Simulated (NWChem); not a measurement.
The numbers come from NWChem runs, not from measurements. System: OS, charge 0, spin multiplicity 3, at a geometry optimised with UPBE0/def2-SVP. The structure started from a generated list of species. Its SCF solution wasn't tested for a lower state. Level: UMP2/def2-TZVPD, 6 core orbitals frozen.

Input file:

```
start mol
memory heap 200 mb stack 900 mb global 1100 mb
geometry units angstroms nocenter noautoz
  O      0.000000     0.000000     1.001183
  S      0.000000     0.000000    -0.500592
  symmetry group C2v
end
basis spherical
  * library def2-tzvpd
end
scf
  uhf
  nopen 2
  maxiter 100
  thresh 1e-7
  semidirect memsize 60000000 filesize 0
  # guess.movecs holds the orbitals of an unrestricted PBE0 run
  vectors input guess.movecs output mol.movecs
end
mp2
  freeze core 6
end
task mp2 energy
```

Part of the output:

```
             Northwest Computational Chemistry Package (NWChem) 7.3.0
             --------------------------------------------------------

                                NWChem Input Module
                                -------------------

 Scaling coordinates for geometry "geometry" by  1.889725989
 (inverse scale =  0.529177249)

 Turning off AUTOSYM since
 SYMMETRY directive was detected!

                             Geometry "geometry" -> ""
                             -------------------------

 Output coordinates in angstroms (scale by  1.889725989 to convert to a.u.)

  No.       Tag          Charge          X              Y              Z
 ---- ---------------- ---------- -------------- -------------- --------------
    1 O                    8.0000     0.00000000     0.00000000     1.00118300
    2 S                   16.0000     0.00000000     0.00000000    -0.50059200

 Effective nuclear repulsion energy (a.u.)      45.1030865955

            Nuclear Dipole moment (a.u.)
            ----------------------------
        X                 Y               Z
 ---------------- ---------------- ----------------
     0.0000000000     0.0000000000    -0.0000151178

      Symmetry information
      --------------------

 Group name             C2v
 Group number             16
 Group order               4
 No. of unique centers     2

      Symmetry unique atoms

     1    2


 Summary of "ao basis" -> "" (spherical)
 ------------------------------------------------------------------------------
       Tag                 Description            Shells   Functions and Types
 ---------------- ------------------------------  ------  ---------------------
 *                         def2-tzvpd                 on all atoms

 Summary of "ao basis" -> "ao basis" (spherical)
 ------------------------------------------------------------------------------
       Tag                 Description            Shells   Functions and Types
 ---------------- ------------------------------  ------  ---------------------
 O                         def2-tzvpd               14       40   6s4p3d1f
 S                         def2-tzvpd               16       46   6s6p3d1f

                                 NWChem SCF Module
                                 -----------------

  ao basis        = "ao basis"
  functions       =    86
  atoms           =     2
  alpha electrons =    13
  beta  electrons =    11
  charge          =   0.00
  wavefunction    = UHF
  use symmetry    = T
  symmetry adapt  = T

 Summary of "ao basis" -> "ao basis" (spherical)
 ------------------------------------------------------------------------------
       Tag                 Description            Shells   Functions and Types
 ---------------- ------------------------------  ------  ---------------------
 O                         def2-tzvpd               14       40   6s4p3d1f
 S                         def2-tzvpd               16       46   6s6p3d1f

      Symmetry analysis of basis
      --------------------------

        a1         38
        a2          8
        b1         20
        b2         20

 Forming initial guess at       0.1s

   Symmetry analysis of molecular orbitals - initial alpha
   -------------------------------------------------------

  Numbering of irreducible representations:

     1 a1          2 a2          3 b1          4 b2

  Orbital symmetries:

     1 a1          2 a1          3 a1          4 b1          5 b2
     6 a1          7 a1          8 a1          9 b1         10 b2
    11 a1         12 b1         13 b2         14 a1         15 a1
    16 b2         17 b1         18 a1         19 a1         20 a1
    21 a2         22 b2         23 b1

   Symmetry analysis of molecular orbitals - initial beta
   ------------------------------------------------------

  Numbering of irreducible representations:

     1 a1          2 a2          3 b1          4 b2

  Orbital symmetries:

     1 a1          2 a1          3 a1          4 a1          5 b1
     6 b2          7 a1          8 a1          9 a1         10 b1
    11 b2         12 b1         13 b2         14 a1         15 a1
    16 b1         17 b2         18 a1         19 a1         20 b1
    21 b2         22 a1         23 a2

 Starting SCF solution at       0.1s

 ----------------------------------------------
         Quadratically convergent UHF

 Convergence threshold     :          1.000E-07
 Maximum no. of iterations :          100
 Integral*density screening:          1.000E-09
 ----------------------------------------------

              iter       energy          gnorm     gmax       time
             ----- ------------------- --------- --------- --------
                 1     -472.3876936840  6.50D-01  2.44D-01      1.2
                 2     -472.4022719787  8.46D-02  1.90D-02      1.2
                 3     -472.4039831478  4.12D-03  1.06D-03      1.4
                 4     -472.4039943113  2.56D-05  5.35D-06      1.7
                 5     -472.4039943115  4.05D-09  9.33D-10      2.1

       Final UHF  results
       ------------------

         Total SCF energy =   -472.403994311517
      One electron energy =   -742.106309741134
      Two electron energy =    224.599228834114
 Nuclear repulsion energy =     45.103086595503

                       Sz =      1.0000
                 Sz(Sz+1) =      2.0000
                      S^2 =      2.0605

        Time for solution =      2.1s

       Symmetry analysis of molecular orbitals - alpha
       -----------------------------------------------

  Numbering of irreducible representations:

     1 a1          2 a2          3 b1          4 b2
[...]
                     -----------------------------------------

 Vector    9  Occ=1.000000D+00  E=-5.728763D-01  Symmetry=a1
              MO Center=  1.0D-14, -1.6D-15,  3.7D-02, r^2= 1.9D+00
   Bfn.  Coefficient  Atom+Function         Bfn.  Coefficient  Atom+Function
  ----- ------------  ---------------      ----- ------------  ---------------
    58     -0.344677  2 S  pz                 9      0.314867  1 O  pz
    12      0.285115  1 O  pz                45      0.283951  2 S  s
    44      0.242821  2 S  s                 55     -0.182365  2 S  pz
    43     -0.169113  2 S  s

 Vector   10  Occ=1.000000D+00  E=-4.941769D-01  Symmetry=b2
              MO Center= -6.7D-17,  2.8D-15,  5.0D-01, r^2= 1.2D+00
   Bfn.  Coefficient  Atom+Function         Bfn.  Coefficient  Atom+Function
  ----- ------------  ---------------      ----- ------------  ---------------
     8      0.321155  1 O  py                11      0.301752  1 O  py
    57      0.294118  2 S  py                14      0.223969  1 O  py

 Vector   11  Occ=1.000000D+00  E=-4.941769D-01  Symmetry=b1
              MO Center= -1.0D-14, -3.7D-17,  5.0D-01, r^2= 1.2D+00
   Bfn.  Coefficient  Atom+Function         Bfn.  Coefficient  Atom+Function
  ----- ------------  ---------------      ----- ------------  ---------------
     7      0.321155  1 O  px                10      0.301752  1 O  px
    56      0.294118  2 S  px                13      0.223969  1 O  px

 Vector   12  Occ=0.000000D+00  E= 2.660087D-02  Symmetry=b2
              MO Center=  5.3D-16,  1.2D-14, -5.6D-01, r^2= 5.1D+00
   Bfn.  Coefficient  Atom+Function         Bfn.  Coefficient  Atom+Function
  ----- ------------  ---------------      ----- ------------  ---------------
    63      0.689058  2 S  py                17     -0.399954  1 O  py
    60      0.392041  2 S  py                57      0.305839  2 S  py
    14     -0.226325  1 O  py                 8     -0.220619  1 O  py
    11     -0.214951  1 O  py

 Vector   13  Occ=0.000000D+00  E= 2.660087D-02  Symmetry=b1
              MO Center=  7.5D-16,  1.1D-17, -5.6D-01, r^2= 5.1D+00
   Bfn.  Coefficient  Atom+Function         Bfn.  Coefficient  Atom+Function
  ----- ------------  ---------------      ----- ------------  ---------------
    62      0.689058  2 S  px                16     -0.399954  1 O  px
    59      0.392041  2 S  px                56      0.305839  2 S  px
    13     -0.226325  1 O  px                 7     -0.220619  1 O  px
    10     -0.214951  1 O  px

 Vector   14  Occ=0.000000D+00  E= 5.943538D-02  Symmetry=a1
              MO Center=  2.5D-17, -1.0D-15, -1.1D+00, r^2= 1.5D+01
   Bfn.  Coefficient  Atom+Function         Bfn.  Coefficient  Atom+Function
  ----- ------------  ---------------      ----- ------------  ---------------
     6      2.111271  1 O  s                 64     -1.606513  2 S  pz
    46     -1.463448  2 S  s                 61     -0.441215  2 S  pz
    45     -0.399617  2 S  s                 15     -0.237564  1 O  pz
    77     -0.193223  2 S  d  0

 center of mass
 --------------
 x =   0.00000000 y =   0.00000000 z =   0.00034943

 moments of inertia (a.u.)
 ------------------
          85.865280307341           0.000000000000           0.000000000000
           0.000000000000          85.865280307341           0.000000000000
           0.000000000000           0.000000000000           0.000000000000

  Mulliken analysis of the total density
  --------------------------------------

    Atom       Charge   Shell Charges
 -----------   ------   -------------------------------------------------------
    1 O    8     8.37   0.79  1.18  0.60  0.99  0.31 -0.01  1.76  1.93  0.75  0.02  0.00  0.03  0.00  0.00
    2 S   16    15.63   2.01  0.49  1.48  1.11  0.81  0.03  4.17  1.70  0.84  2.00  0.75  0.00  0.09  0.14  0.00  0.03

  Mulliken analysis of the alpha density
  --------------------------------------

    Atom       Charge   Shell Charges
 -----------   ------   -------------------------------------------------------
    1 O    8     4.52   0.40  0.59  0.31  0.51  0.14 -0.00  1.11  1.14  0.33 -0.01  0.00  0.01 -0.01  0.00
    2 S   16     8.48   1.00  0.24  0.74  0.57  0.40  0.00  2.11  0.83  0.54  1.35  0.55  0.01  0.05  0.07  0.00  0.01

   Mulliken analysis of the beta density
   -------------------------------------

    Atom       Charge   Shell Charges
 -----------   ------   -------------------------------------------------------
    1 O    8     3.84   0.40  0.59  0.28  0.48  0.17 -0.00  0.65  0.79  0.42  0.03  0.00  0.02  0.02  0.00
    2 S   16     7.16   1.00  0.24  0.74  0.54  0.41  0.02  2.06  0.86  0.30  0.65  0.20 -0.00  0.04  0.07 -0.00  0.02

   Mulliken analysis of the spin density
   -------------------------------------

    Atom       Charge   Shell Charges
 -----------   ------   -------------------------------------------------------
    1 O    8     0.68   0.00 -0.00  0.03  0.03 -0.04 -0.00  0.46  0.35 -0.08 -0.04 -0.00 -0.01 -0.03 -0.00
    2 S   16     1.32   0.00  0.00 -0.00  0.03 -0.02 -0.02  0.04 -0.03  0.24  0.70  0.35  0.01  0.01  0.01  0.00 -0.00

       Multipole analysis of the density wrt the origin
       ------------------------------------------------

     L   x y z        total         alpha         beta         nuclear
     -   - - -        -----         -----         ----         -------
     0   0 0 0     -0.000000    -13.000000    -11.000000     24.000000

     1   1 0 0     -0.000000      0.000000     -0.000000      0.000000
     1   0 1 0     -0.000000      0.000000     -0.000000      0.000000
     1   0 0 1     -0.755212     -0.174862     -0.580334     -0.000015

     2   2 0 0    -13.138393     -7.889791     -5.248602      0.000000
     2   1 1 0     -0.000000      0.000000     -0.000000      0.000000
     2   1 0 1     -0.000000      0.000000     -0.000000      0.000000
     2   0 2 0    -13.138393     -7.889791     -5.248602      0.000000
     2   0 1 1      0.000000      0.000000      0.000000      0.000000
     2   0 0 2    -13.783898    -31.469616    -25.268532     42.954250

                   NWChem MP2 Semi-direct Energy/Gradient Module
                   ---------------------------------------------

  Basis functions       =     86
  Molecular orbitals    =     86
  Frozen core           =      6
  Frozen virtuals       =      0
  Active alpha occupied =      7
  Active beta occupied  =      5
  Active alpha virtual  =     73
  Active beta virtual   =     75
  Use MO symmetry       = T
  Use skeleton AO sym   = T

  AO/Fock/Back tols     =   1.0D-09  1.0D-09  1.0D-09

 GA uses MA = F    GA memory limited = T

 Available:
  local mem=  1.26D+08
 global mem=  1.44D+08
 local disk=  0.00D+00
  mp2_memr nvloc                    73
  nvloc new                    73
   1 passes of   7:        4194304                      40627                   6500178.
   1 passes of   7: M    126150181           G      144164408           F     121955877.

 Semi-direct pass number   1 of   1  for UHF alpha       at        2.3s
  vrange nnbf                  3734
  mp2_eaftype                    24  avail_ma_in_mb                  1099
 EAF : mp2_eaftype filesize          24    3250089.
  mp2_eaf for mointskh                     24
Node 0 wrote     15.3 Mb in      0.0 s     Agg I/O rate:  1892.0 Mb/s
 Done moints_semi at        5.4s
  mp2_eaftype                    24  avail_ma_in_mb                  1075
 EAF : mp2_eaftype filesize          24    3250089.
  mp2_eaf for kh                    24
 Done maket at        5.5s
 Done multipass loop at        5.5s

 GA uses MA = F    GA memory limited = T

 Available:
  local mem=  1.26D+08
 global mem=  1.44D+08
 local disk=  0.00D+00
  mp2_memr nvloc                    75
  nvloc new                    75
   1 passes of   5:        4194304                      33830                   4773576.
   1 passes of   5: M    126150181           G      144164408           F     121955877.

 Semi-direct pass number   1 of   1  for UHF beta        at        5.5s
  vrange nnbf                  3734
  mp2_eaftype                    18  avail_ma_in_mb                  1099
 EAF : mp2_eaftype filesize          18    2386788.
  mp2_eaf for mointskh                     18
Node 0 wrote     11.2 Mb in      0.0 s     Agg I/O rate:  1626.8 Mb/s
 Done moints_semi at        8.5s
  mp2_eaftype                    18  avail_ma_in_mb                  1081
 EAF : mp2_eaftype filesize          18    2386788.
  mp2_eaf for kh                    18
 Done maket at        8.6s
 Done multipass loop at        8.6s

          -------------------------------------------
          SCF energy                -472.403994311517
          Correlation energy          -0.375976016489
          Singlet pairs                0.000000000000
          Triplet pairs                0.000000000000
          Total MP2 energy          -472.779970328005
          -------------------------------------------

          ---------------------------------------------------
                    Spin Component Scaled (SCS) MP2
          Same spin pairs                     -0.103876059565
          Same spin scaling factor             0.333333333333
          Opposite spin pairs                 -0.272099956924
          Opposite spin scaling fact.          1.200000000000
          SCS-MP2 correlation energy          -0.361145301497
          Total SCS-MP2 energy              -472.765139613013
          ---------------------------------------------------

 -----------------------
 Performance information
 -----------------------

 Timer overhead =  2.59D-07 seconds/call

               Nr. of calls         CPU time (s)                 Wall time (s)                GFlops
             ---------------    -------------------     ------------------------------   -------------------
Name         Min   Avg   Max    Min     Avg     Max     Min     Avg     Max   Mx/calls   Min     Max     Sum
mp2: moin     2     2     2    6.0     6.0     6.0      6.0     6.0     6.0     3.0      0.0     0.0     0.0
mp2: make     2     2     2   0.20    0.20    0.20     0.20    0.20    0.20    0.10      0.0     0.0     0.0
mp2: tota     1     1     1    6.3     6.3     6.3      6.3     6.3     6.3     6.3      0.0     0.0     0.0

 The average no. of pstat calls per process was 5.00D+00
 with a timing overhead of 1.30D-06s

 Task  times  cpu:        8.5s     wall:        8.5s

 Total times  cpu:        8.6s     wall:        8.6s
```
